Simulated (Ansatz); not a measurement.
Geometry optimisation, Ansatz 0.2.0, UKS BLYP-D4/def2-SVP.

The input (input.yaml):

```yaml
crystal:
  periodic: [false, false, false]
  atoms:
    - { symbol: C, position_ang: [-0.6185, -0.056, 0.6921] }
    - { symbol: C, position_ang: [-0.2518, 0.3178, -0.6993] }
    - { symbol: C, position_ang: [0.7731, -0.1421, -1.3815] }
    - { symbol: F, position_ang: [1.6735, -1.0811, -0.8383] }
    - { symbol: O, position_ang: [0.8096, 1.1543, -0.949] }
    - { symbol: H, position_ang: [-0.7274, 0.9112, 1.2895] }
    - { symbol: H, position_ang: [0.69532, -1.01713, -2.02677] }
    - { symbol: H, position_ang: [-1.6189, -0.4586, 0.6591] }
magnetization:
  spin_polarized: true
basis:
  gaussian: { orbitals: def2-SVP }
hamiltonian:
  xc: blyp
  dispersion: d4
relax:
  f_tol: 0.02
  max_steps: 50
output:
  orbitals: {}
```

Launched with:

```bash
$ ansatz run input.yaml --threads 2 --pin off --max-ram 3072MiB --backend cpu --events-out ev --progress --plain --runs-dir out
```

Q: Where does it end, and by what steps?

A: It converged. After 11 steps the energy has fallen by 4.351 eV; H7 moved furthest, 0.55 Å. The start is strongly strained (largest force component 9 eV/Å).

```csv
step,energy less start (eV),largest force component (eV/Å),accepted
0,0.0000,8.963,yes
1,-2.3282,5.230,yes
2,-3.6665,2.134,yes
3,-4.0452,1.565,yes
4,-4.2941,1.003,yes
5,-4.2691,0.545,no
6,-4.3461,0.167,yes
7,-4.3494,0.090,yes
8,-4.3477,0.143,no
9,-4.3503,0.042,yes
10,-4.3502,0.075,no
11,-4.3505,0.015,yes
```

```xyz
8
Properties=species:S:1:pos:R:3
C -0.915 0.242 0.637
C 0.012 0.161 -0.319
C 0.846 -0.438 -1.332
F 1.906 -1.213 -0.989
O 0.946 0.968 -0.954
H -1.094 1.186 1.170
H 0.532 -0.629 -2.375
H -1.497 -0.648 0.908
```

The run took 9.1 s on 2 threads of AMD EPYC 9R45 96-Core Processor (Zen 5), with other jobs on the host, peak memory 0.16 GiB.
